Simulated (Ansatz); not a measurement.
# SiH₃+ (quintet): wave-function methods side by side, def2-QZVPP

One table from this session's results is given with a row withheld; the runs are named, their logs left out.

Method: def2-QZVPP, core rule «outside noble gas», up to 5 orbitals frozen; program: Ansatz 0.2.0, Gaussian basis.

To be run: UHF; ROHF; CCSD(T) on UHF.

2 further runs of the same task are left out: 2 set aside as unsound or not needed.

**The geometry**

The geometry is a PBE0/def2-TZVP stationary point (not a proven minimum) of the parent state, kept for this charge and spin.

4 atoms, charge 1, spin multiplicity 5.

Atoms are counted from 1 here; the program's logs count them from 0.

Bond lengths: Si1–H2 1.492 Å, Si1–H3 1.694 Å, Si1–H4 1.694 Å. Angles: H2–Si1–H3 105.3°, H2–Si1–H4 105.3°, H3–Si1–H4 30.1°.

Set-up of the first run:

Input file in.yaml:

```yaml
crystal:
  periodic: [false, false, false]
  atoms:
    - {symbol: Si, position_ang: [0.000000, 0.067650, -0.078712]}
    - {symbol: H, position_ang: [0.000000, -1.225497, -0.823444]}
    - {symbol: H, position_ang: [0.439321, -0.329762, 1.508342]}
    - {symbol: H, position_ang: [-0.439321, -0.329762, 1.508342]}
basis:
  gaussian: {orbitals: "def2-QZVPP.json"}
total_charge: 1
magnetization: {spin_polarized: true, initial_magnetization: 4}
hamiltonian: {xc: hf}
output: {orbitals: {seedname: orbitals}}
```

On the command line:

```sh
ansatz run in.yaml --threads 1 --pin off --events-out ev --progress --plain --max-ram 2393MiB
```

Among the steps run: UHF; ROHF; CCSD(T) on UHF.

One table of the session follows, with a row left open; its other results are not shown here.

It belongs to the step «Misses and costs». 

| method | from UCCSD(T) (meV) |
| --- | --- |
| ROHF | ? |
| UHF | +2606.1 |
| UMP2 | +624.2 |
| UCCSD | +87.0 |
| UCCSD(T) | 0 |

Estimate the missing values for ROHF.

**Answer.** from UCCSD(T) (meV): +2676.7. In the column «from UCCSD(T) (meV)» it is the highest.
